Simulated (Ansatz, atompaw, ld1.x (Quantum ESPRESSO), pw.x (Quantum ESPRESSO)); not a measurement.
**Which Al potential is closest to all-electron in the fcc crystal?**

All use PBE, scalar-relativistic, no spin, cutoffs from each file’s atomic test, pw.x 7.5; 14³ k-points, Fermi–Dirac smearing 0.01 Ry. Δ is the rms difference from all-electron LAPW of the E(V) curves that follow from fits to the pressures, over ±6 % in volume. Mesh and smearing are coarse and serve the comparison alone. The files are a selection: those with a ghost or negative overlap were mostly not run, and those with noisy or unconverged pressures or nearly equal Δ are left out.

All-electron: a0 = 4.040 Å (V0 = 16.49 Å³/atom), B0 = 76.6 GPa.

(1) Rank them by Δ, smallest first.
A. norm-conserving Troullier–Martins (Kleinman–Bylander form), ld1.x (Quantum ESPRESSO) 7.5, PBE; core [Ne], reference 3s2 3p0.5; waves: 3s (bound): rc 2.10 bohr; 3p (bound): rc 2.70 bohr; 3d channel at 0.35 Ry: rc 2.25 bohr; local part: the d channel; core correction: a·sin(br)/r model core inside 1.70 bohr.
B. PAW, atompaw 4.2.0.5, PBE; core [Ne], reference 3s2 3p1; waves: 3s (bound): rc 2.40 bohr; 3s channel at 0.6 Ry: rc 2.40 bohr; 3p (bound): rc 2.40 bohr; 3p channel at 1.05 Ry: rc 2.40 bohr; 3d channel at 0.25 Ry: rc 2.30 bohr; local part: vpsmatchnc scheme with l = 3 at 0 Ry, radius 2.30 bohr; core correction: smooth core density matched at 1.75 bohr; augmentation: besselshape compensation charge, radius 1.85 bohr; PAW radius 2.40 bohr; waves and projectors: custom polynom2 7 10 vanderbiltortho.
C. ultrasoft, ld1.x (Quantum ESPRESSO) 7.5, PBE; core [Ne], reference 3s2 3p1; waves: 3s (bound): rcut 1.90, rcutus 2.10 bohr; 3s channel at 3.85 Ry: rcut 1.90, rcutus 2.10 bohr; 3p (bound): rcut 2.25, rcutus 2.45 bohr; 3p channel at 0.65 Ry: rcut 2.25, rcutus 2.45 bohr; local part: all-electron potential smoothed inside 1.60 bohr (lloc = -1); core correction: Bessel-smoothed model core, default radius (core density twice the valence density); augmentation: PSQ, inside the norm-conserving radii.
D. norm-conserving RRKJ (Kleinman–Bylander form), ld1.x (Quantum ESPRESSO) 7.5, PBE; core [Ne], reference 3s2 3p1; waves: 3s (bound): rc 1.85 bohr; 3p (bound): rc 2.50 bohr; 3d channel at 0.4 Ry: rc 2.45 bohr; local part: all-electron potential smoothed inside 2.10 bohr (lloc = -1); core correction: a·sin(br)/r model core, default radius (core density twice the valence density); rho0 0.01.

Results:

(1) A (0.9 meV/atom), D (2.7 meV/atom), B (4.5 meV/atom), C (7.3 meV/atom).
